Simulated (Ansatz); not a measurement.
Ansatz (a quantum-chemistry and plane-wave program) input (B3LYP-D3(BJ)/def2-TZVP):

Ansatz 0.2 input:
```yaml
crystal:
  periodic: [false, false, false]
  atoms:
    - {symbol: B, position_ang: [-0.00549597, -0.03686808, -0.00498245]}
    - {symbol: F, position_ang: [-1.11372585, -0.68334378, 0.00046731]}
    - {symbol: F, position_ang: [0.02307643, 1.19114886, -0.45215604]}
    - {symbol: F, position_ang: [1.08265715, -0.51267187, 0.47200825]}
basis:
  gaussian:
    orbitals: def2-TZVP
hamiltonian:
  xc: b3lyp
  dispersion: d3bj
total_charge: 1
magnetization: {spin_polarized: true, initial_magnetization: 1}
relax: {f_tol: 0.002, max_steps: 150}
```

Output:

```
Functional definition: B3LYP
integrals: 0.03 GiB planned
637 factors; their error is unknown
mean field: 0.43 GiB planned
mean field evaluation 1: about -8814.9187 eV, gradient 4.9e1 eV
mean field evaluation 2: about -8810.0621 eV, gradient 6.5e1 eV
mean field evaluation 4: about -8820.4802 eV, gradient 6.9e0 eV
mean field evaluation 8: about -8820.6286 eV, gradient 6.6e-2 eV
mean field evaluation 16: about -8820.6596 eV, gradient 1.1e-4 eV
mean field -8820.65961669 eV, -324.1532620557 hartree, gradient 2.9e-5 eV, S^2 0.755250; 4 other end points of the search recorded, 0 dependent functions left out
the calculation of the forces begins
reference -8820.65975614 eV, -324.1532671801 hartree; 16, 15 occupied and 108, 109 virtual orbitals, 637 factors
relax step   1: F+E_penalty+E_count = -8820.71489521 eV  Δ(F+E_penalty+E_count) = +0.000e0 eV  max|allowed force component| = 1.480e0 eV/Å  Δτ_max = 0.0000 Å  (84 SCF iters, accepted)
these checks for a lower state are left out or cut short: starts, cluster_reference, orbital_swaps, neighbouring_geometries, increment
integrals: 0.03 GiB planned
637 factors; their error is unknown
mean field: 0.43 GiB planned
mean field evaluation 32: about -8820.1727 eV, gradient 9.8e0 eV
mean field -8820.62464990 eV, -324.1519770497 hartree, gradient 2.2e-5 eV, S^2 0.755450; 0 other end points of the search recorded, 0 dependent functions left out
the calculation of the forces begins
reference -8820.62479029 eV, -324.1519822090 hartree; 16, 15 occupied and 108, 109 virtual orbitals, 637 factors
relax step   2: F+E_penalty+E_count = -8820.67978387 eV  Δ(F+E_penalty+E_count) = +3.511e-2 eV  max|allowed force component| = 1.282e0 eV/Å  Δτ_max = 0.1146 Å  (54 SCF iters, rejected (line search))
these checks for a lower state are left out or cut short: starts, cluster_reference, orbital_swaps, neighbouring_geometries, increment
integrals: 0.03 GiB planned
637 factors; their error is unknown
mean field: 0.43 GiB planned
mean field -8820.69681313 eV, -324.1546289996 hartree, gradient 2.2e-5 eV, S^2 0.755403; 0 other end points of the search recorded, 0 dependent functions left out
the calculation of the forces begins
reference -8820.69695333 eV, -324.1546341516 hartree; 16, 15 occupied and 108, 109 virtual orbitals, 637 factors
relax step   3: F+E_penalty+E_count = -8820.75194547 eV  Δ(F+E_penalty+E_count) = -3.705e-2 eV  max|allowed force component| = 5.425e-1 eV/Å  Δτ_max = 0.0557 Å  (49 SCF iters, accepted)
these checks for a lower state are left out or cut short: starts, cluster_reference, orbital_swaps, neighbouring_geometries, increment
integrals: 0.03 GiB planned
637 factors; their error is unknown
mean field: 0.43 GiB planned
mean field -8820.71481955 eV, -324.1552907233 hartree, gradient 2.6e-5 eV, S^2 0.755472; 0 other end points of the search recorded, 0 dependent functions left out
the calculation of the forces begins
reference -8820.71495999 eV, -324.1552958842 hartree; 16, 15 occupied and 108, 109 virtual orbitals, 637 factors
relax step   4: F+E_penalty+E_count = -8820.76989139 eV  Δ(F+E_penalty+E_count) = -1.795e-2 eV  max|allowed force component| = 9.196e-3 eV/Å  Δτ_max = 0.0406 Å  (51 SCF iters, accepted)
these checks for a lower state are left out or cut short: starts, cluster_reference, orbital_swaps, neighbouring_geometries, increment
integrals: 0.03 GiB planned
637 factors; their error is unknown
mean field: 0.43 GiB planned
mean field evaluation 64: about -8820.7148 eV, gradient 1.5e-5 eV
mean field -8820.71483102 eV, -324.1552911449 hartree, gradient 1.5e-5 eV, S^2 0.755470; 0 other end points of the search recorded, 0 dependent functions left out
the calculation of the forces begins
reference -8820.71497148 eV, -324.1552963066 hartree; 16, 15 occupied and 108, 109 virtual orbitals, 637 factors
relax step   5: F+E_penalty+E_count = -8820.76989995 eV  Δ(F+E_penalty+E_count) = -8.557e-6 eV  max|allowed force component| = 2.534e-2 eV/Å  Δτ_max = 0.0023 Å  (43 SCF iters, accepted)
these checks for a lower state are left out or cut short: starts, cluster_reference, orbital_swaps, neighbouring_geometries, increment
integrals: 0.03 GiB planned
637 factors; their error is unknown
mean field: 0.43 GiB planned
mean field -8820.71487661 eV, -324.1552928200 hartree, gradient 2.0e-5 eV, S^2 0.755462; 0 other end points of the search recorded, 0 dependent functions left out
the calculation of the forces begins
reference -8820.71501709 eV, -324.1552979827 hartree; 16, 15 occupied and 108, 109 virtual orbitals, 637 factors
relax step   6: F+E_penalty+E_count = -8820.76994392 eV  Δ(F+E_penalty+E_count) = -4.397e-5 eV  max|allowed force component| = 4.200e-2 eV/Å  Δτ_max = 0.0044 Å  (43 SCF iters, accepted)
these checks for a lower state are left out or cut short: starts, cluster_reference, orbital_swaps, neighbouring_geometries, increment
integrals: 0.03 GiB planned
637 factors; their error is unknown
mean field: 0.43 GiB planned
mean field -8820.66093320 eV, -324.1533104365 hartree, gradient 2.2e-5 eV, S^2 0.755143; 0 other end points of the search recorded, 0 dependent functions left out
the calculation of the forces begins
reference -8820.66107519 eV, -324.1533156544 hartree; 16, 15 occupied and 108, 109 virtual orbitals, 637 factors
relax step   7: F+E_penalty+E_count = -8820.71569348 eV  Δ(F+E_penalty+E_count) = +5.425e-2 eV  max|allowed force component| = 1.642e0 eV/Å  Δτ_max = 0.1963 Å  (59 SCF iters, rejected (line search))
these checks for a lower state are left out or cut short: starts, cluster_reference, orbital_swaps, neighbouring_geometries, increment
integrals: 0.03 GiB planned
637 factors; their error is unknown
mean field: 0.43 GiB planned
mean field -8820.71494141 eV, -324.1552952017 hartree, gradient 1.5e-5 eV, S^2 0.755453; 0 other end points of the search recorded, 0 dependent functions left out
the calculation of the forces begins
reference -8820.71508189 eV, -324.1553003642 hartree; 16, 15 occupied and 108, 109 virtual orbitals, 637 factors
relax step   8: F+E_penalty+E_count = -8820.77001216 eV  Δ(F+E_penalty+E_count) = -6.824e-5 eV  max|allowed force component| = 4.339e-2 eV/Å  Δτ_max = 0.0023 Å  (44 SCF iters, accepted)
these checks for a lower state are left out or cut short: starts, cluster_reference, orbital_swaps, neighbouring_geometries, increment
integrals: 0.03 GiB planned
637 factors; their error is unknown
mean field: 0.43 GiB planned
mean field evaluation 96: about -8820.7155 eV, gradient 1.9e-5 eV
mean field -8820.71550248 eV, -324.1553158204 hartree, gradient 1.9e-5 eV, S^2 0.755385; 0 other end points of the search recorded, 0 dependent functions left out
the calculation of the forces begins
reference -8820.71564301 eV, -324.1553209848 hartree; 16, 15 occupied and 108, 109 virtual orbitals, 637 factors
relax step   9: F+E_penalty+E_count = -8820.77058594 eV  Δ(F+E_penalty+E_count) = -5.738e-4 eV  max|allowed force component| = 1.124e-1 eV/Å  Δτ_max = 0.0165 Å  (48 SCF iters, accepted)
these checks for a lower state are left out or cut short: starts, cluster_reference, orbital_swaps, neighbouring_geometries, increment
integrals: 0.03 GiB planned
637 factors; their error is unknown
mean field: 0.43 GiB planned
mean field -8820.71947327 eV, -324.1554617443 hartree, gradient 4.4e-5 eV, S^2 0.755240; 0 other end points of the search recorded, 0 dependent functions left out
the calculation of the forces begins
reference -8820.71961416 eV, -324.1554669217 hartree; 16, 15 occupied and 108, 109 virtual orbitals, 637 factors
relax step  10: F+E_penalty+E_count = -8820.77456138 eV  Δ(F+E_penalty+E_count) = -3.975e-3 eV  max|allowed force component| = 2.511e-1 eV/Å  Δτ_max = 0.0309 Å  (49 SCF iters, accepted)
these checks for a lower state are left out or cut short: starts, cluster_reference, orbital_swaps, neighbouring_geometries, increment
integrals: 0.03 GiB planned
637 factors; their error is unknown
mean field: 0.43 GiB planned
mean field -8820.75918389 eV, -324.1569210828 hartree, gradient 1.9e-5 eV, S^2 0.755125; 0 other end points of the search recorded, 0 dependent functions left out
the calculation of the forces begins
reference -8820.75932618 eV, -324.1569263117 hartree; 16, 15 occupied and 108, 109 virtual orbitals, 637 factors
relax step  11: F+E_penalty+E_count = -8820.81409736 eV  Δ(F+E_penalty+E_count) = -3.954e-2 eV  max|allowed force component| = 2.509e-1 eV/Å  Δτ_max = 0.1072 Å  (55 SCF iters, accepted)
these checks for a lower state are left out or cut short: starts, cluster_reference, orbital_swaps, neighbouring_geometries, increment
integrals: 0.03 GiB planned
637 factors; their error is unknown
mean field: 0.43 GiB planned
mean field -8820.42102959 eV, -324.1444941413 hartree, gradient 1.3e-5 eV, S^2 0.755783; 0 other end points of the search recorded, 0 dependent functions left out
the calculation of the forces begins
reference -8820.42117253 eV, -324.1444993942 hartree; 16, 15 occupied and 108, 109 virtual orbitals, 637 factors
relax step  12: F+E_penalty+E_count = -8820.47570218 eV  Δ(F+E_penalty+E_count) = +3.384e-1 eV  max|allowed force component| = 2.480e0 eV/Å  Δτ_max = 0.1952 Å  (65 SCF iters, rejected (line search))
these checks for a lower state are left out or cut short: starts, cluster_reference, orbital_swaps, neighbouring_geometries, increment
integrals: 0.03 GiB planned
637 factors; their error is unknown
mean field: 0.43 GiB planned
mean field evaluation 128: about -8820.7321 eV, gradient 1.0e-2 eV
mean field -8820.76007294 eV, -324.1569537548 hartree, gradient 1.3e-5 eV, S^2 0.755095; 0 other end points of the search recorded, 0 dependent functions left out
the calculation of the forces begins
reference -8820.76021524 eV, -324.1569589841 hartree; 16, 15 occupied and 108, 109 virtual orbitals, 637 factors
relax step  13: F+E_penalty+E_count = -8820.81500613 eV  Δ(F+E_penalty+E_count) = -9.088e-4 eV  max|allowed force component| = 8.602e-2 eV/Å  Δτ_max = 0.0062 Å  (44 SCF iters, accepted)
these checks for a lower state are left out or cut short: starts, cluster_reference, orbital_swaps, neighbouring_geometries, increment
integrals: 0.03 GiB planned
637 factors; their error is unknown
mean field: 0.43 GiB planned
mean field -8820.76012974 eV, -324.1569558421 hartree, gradient 1.1e-5 eV, S^2 0.755093; 0 other end points of the search recorded, 0 dependent functions left out
the calculation of the forces begins
reference -8820.76027200 eV, -324.1569610701 hartree; 16, 15 occupied and 108, 109 virtual orbitals, 637 factors
relax step  14: F+E_penalty+E_count = -8820.81507293 eV  Δ(F+E_penalty+E_count) = -6.680e-5 eV  max|allowed force component| = 4.493e-2 eV/Å  Δτ_max = 0.0017 Å  (40 SCF iters, accepted)
these checks for a lower state are left out or cut short: starts, cluster_reference, orbital_swaps, neighbouring_geometries, increment
integrals: 0.03 GiB planned
637 factors; their error is unknown
mean field: 0.43 GiB planned
mean field -8820.76016115 eV, -324.1569569961 hartree, gradient 1.1e-5 eV, S^2 0.755093; 0 other end points of the search recorded, 0 dependent functions left out
the calculation of the forces begins
reference -8820.76030342 eV, -324.1569622246 hartree; 16, 15 occupied and 108, 109 virtual orbitals, 637 factors
relax step  15: F+E_penalty+E_count = -8820.81509933 eV  Δ(F+E_penalty+E_count) = -2.640e-5 eV  max|allowed force component| = 1.476e-3 eV/Å  Δτ_max = 0.0009 Å  (36 SCF iters, accepted)
integrals: 0.03 GiB planned
637 factors; their error is unknown
mean field: 0.43 GiB planned
mean field evaluation 160: about -8820.7602 eV, gradient 3.0e-3 eV
mean field -8820.76016115 eV, -324.1569569961 hartree, gradient 1.2e-5 eV, S^2 0.755093; 3 other end points of the search recorded, 0 dependent functions left out
the calculation of the forces begins
reference -8820.76030342 eV, -324.1569622246 hartree; 16, 15 occupied and 108, 109 virtual orbitals, 637 factors
Total energy: -8820.81524160 eV, -324.1589811657 hartree
Atom 0 at    -0.123445    -0.084712     0.003343 Å, force     0.000931     0.000484     0.000030 eV/Å
Atom 1 at    -1.189425    -0.744193    -0.001004 Å, force    -0.000233    -0.000111    -0.000010 eV/Å
Atom 2 at     0.166950     1.176696    -0.417774 Å, force     0.000452    -0.001476     0.000690 eV/Å
Atom 3 at     1.132432    -0.389526     0.430772 Å, force    -0.001150     0.001103    -0.000710 eV/Å
Dipole moment:     0.097302     0.060196     0.000398 e Å
```
